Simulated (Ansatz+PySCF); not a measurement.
**singlet BF: levels of theory in one basis**

```xyz
2

B     0.0000    0.0000   -0.7469
F     0.0000    0.0000    0.4150
```

Basis set: def2-SVP (spherical functions). Left uncorrelated: 2 orbitals. Charge 0, multiplicity 1.

Computed with Ansatz (development build ahead of 0.2.0); each method stands on the lowest determinant of its kind that the runs found. NEVPT2 correlates all electrons. Active spaces start from the frontier orbitals, and the lowest solution found is given.

| method | E − E(RHF) (eV) | <S²> of the determinant |
| --- | --- | --- |
| RHF | 0.00 | 0.00 |
| RHF-MP2 | -6.61 | – |
| RHF-CCSD | -7.02 | – |
| CASSCF(10,8) | -2.64 | – |
| SC-NEVPT2(10,8) | -6.04 | – |

(1) What does RHF-CCSD(T) give on the same scale?

(2) Is a single determinant a sound starting point here?

Answers

(1) -7.17 eV.

(2) By this sign, yes. Unrestricted orbitals gain 0.00 eV and <S²> is 0.00 against 0.00 for a pure state. The CASSCF(10,8) natural occupations are 2.00, 2.00, 1.99, 1.98, 1.98, 0.02, 0.02, 0.02.
